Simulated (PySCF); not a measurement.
SMILES C=C (CAM-B3LYP/def2-SVP optimised geometry):

```
6

C      0.664     0.000     0.000
C     -0.664     0.000     0.000
H      1.238     0.931     0.000
H      1.238    -0.931     0.000
H     -1.238    -0.931     0.000
H     -1.238     0.931     0.000
```

Computed with CAM-B3LYP/def2-TZVP (PySCF).

Problem. What are the frontier orbital energies and the dipole moment?

Solution. HOMO-2 -13.36 eV, HOMO-1 -11.42 eV, HOMO -9.26 eV, LUMO 1.26 eV, LUMO+1 2.87 eV; dipole moment 0.00 D.

On the same geometry PBE/def2-TZVP (PySCF) gives HOMO-2 -10.17 eV, HOMO-1 -8.46 eV, HOMO -6.75 eV, LUMO -0.96 eV, LUMO+1 1.25 eV; dipole moment 0.00 D.

Meta-Löwdin charges at CAM-B3LYP/def2-TZVP: C1 -0.24, C2 -0.24, H3 0.12, H4 0.12, H5 0.12, H6 0.12.
